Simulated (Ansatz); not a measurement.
Input for Ansatz (development build ahead of 0.2.0):

```yaml
crystal:
  periodic: [false, false, false]
  atoms:
    - { symbol: C, position_ang: [0.0, 0.0, 0.18273] }
    - { symbol: H, position_ang: [0.0, 0.87778, -0.52722] }
    - { symbol: H, position_ang: [0.0, -0.87778, -0.52722] }
basis:
  gaussian: { orbitals: cc-pVTZ }
hamiltonian:
  xc: hf
correlation:
  method: mp2
  frozen_orbitals: { C: 1, H: 0 }
output:
  forces: true
```

The input is written out in the form of the current development build from the run's settings.

Output:

| Quantity | Value |
| --- | --- |
| Converged | yes |
| Reference energy | -38.89129 hartree |
| Correlation energy | -0.13904 hartree |
| Total energy | -39.03033 hartree |
| Spin squared of the determinant | 0.000 |
| Stability test | minimum among restricted orbitals |
| Occupied orbitals by symmetry in an Abelian subgroup (alpha; beta) | 3 A1 1 B2; 3 A1 1 B2 |

Forces (eV/Å):
| atom | Fx | Fy | Fz |
| --- | --- | --- | --- |
| C1 | 0.000 | 0.000 | -0.787 |
| H2 | 0.000 | -0.608 | 0.393 |
| H3 | 0.000 | 0.608 | 0.393 |

Caution: another spin multiplicity may lie lower.
